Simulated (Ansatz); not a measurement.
doublet NaO: levels of theory in one basis

```xyz
2

Na    0.0000    0.0000    0.0000
O     0.0000    0.0000    1.9494
```

Basis set: def2-SVP (spherical functions). Frozen core: 2 orbitals. Correlation on ROHF uses semicanonical orbitals with singles. Charge 0, multiplicity 2.

Computed with Ansatz (development build ahead of 0.2.0); each method stands on the lowest determinant of its kind that the runs found.

| method | E − E(ROHF) (eV) | <S²> of the determinant |
| --- | --- | --- |
| ROHF | 0.00 | 0.75 |
| UHF | -0.09 | 0.76 |
| ROHF-MP2 | -4.24 | – |
| UHF-MP2 | -4.24 | 0.76 |

**Question.** What does ROHF-CCSD(T) give on the same scale?

**Answer.** -4.62 eV.
